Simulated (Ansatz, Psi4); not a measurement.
Species: C3H8O (charge 0, singlet). SMILES: C(C)OC
Geometry from a B3LYP-D3(BJ)/def2-TZVP (Ansatz, a quantum-chemistry and plane-wave program) optimisation:
```
C
H 1 1.0999
H 1 1.0999 2 107.18
O 1 1.4156 2 109.77 3 119.17
C 4 1.4088 1 112.87 2 -58.78
H 5 1.0890 4 107.48 1 180.00
H 5 1.0982 6 109.00 4 120.97
H 5 1.0982 6 109.00 7 118.06
C 1 1.5130 2 110.66 3 -120.74
H 9 1.0908 1 110.53 2 179.36
H 9 1.0908 10 108.33 1 -121.24
H 9 1.0915 10 108.52 11 -117.64
```
Charge 0, spin multiplicity 1.

Wanted: atomisation energy, in kcal/mol. Terms: valence correlation only; 6-31G* and kin with 6d, 5d where marked; non-relativistic; atomisation electronic, to ground-state atoms; dispersion terms only where a functional's name holds one; no spin-orbit coupling; UHF or UKS for open shells. Basis-set limits of correlation are two-point, X^-3; Hartree-Fock from the larger set. The bracket is a focal-point correction in the basis named. Ab initio and DFT rows: single points at B3LYP-D3(BJ) geometries (Ansatz).

```
species  coefficient  E at wB97X-D/6-31G* (Psi4), Eh  E at PBE0/def2-TZVPD (Ansatz), Eh
-------  -----------  ------------------------------  ---------------------------------
CCOC              -1                      -194.28087                         -194.18757
C atom            +3                       -37.83024                          -37.80543
H atom            +8                        -0.50061                           -0.50104
O atom            +1                       -75.03624                          -75.01925
```

Coupled cluster (Ansatz) is a level with limits of its own, used here on species with T1 under 0.025 (0.045 for open shells) and stable references: RI-MP2/CBS(cc-pVTZ,cc-pVQZ)+[CCSD(T)-MP2]/cc-pVTZ. Value to compare with, RI-MP2/CBS(cc-pVTZ,cc-pVQZ)+[CCSD(T)-MP2]/cc-pVTZ (Ansatz): 1096.1 kcal/mol. 1 Eh = 627.5095 kcal/mol.

Q: Work the quantity out at each level, and compare with RI-MP2/CBS(cc-pVTZ,cc-pVQZ)+[CCSD(T)-MP2]/cc-pVTZ (Ansatz).

A: 
- wB97X-D/6-31G*: the sum of coefficient times E is 1.74903 Eh, or 1097.53 kcal/mol. Result: 1097.5 kcal/mol. Its difference against RI-MP2/CBS(cc-pVTZ,cc-pVQZ)+[CCSD(T)-MP2]/cc-pVTZ (Ansatz) is 1.4 kcal/mol.
- PBE0/def2-TZVPD: the sum of coefficient times E is 1.74371 Eh, or 1094.19 kcal/mol. Result: 1094.2 kcal/mol. Its difference against RI-MP2/CBS(cc-pVTZ,cc-pVQZ)+[CCSD(T)-MP2]/cc-pVTZ (Ansatz) is -1.9 kcal/mol.
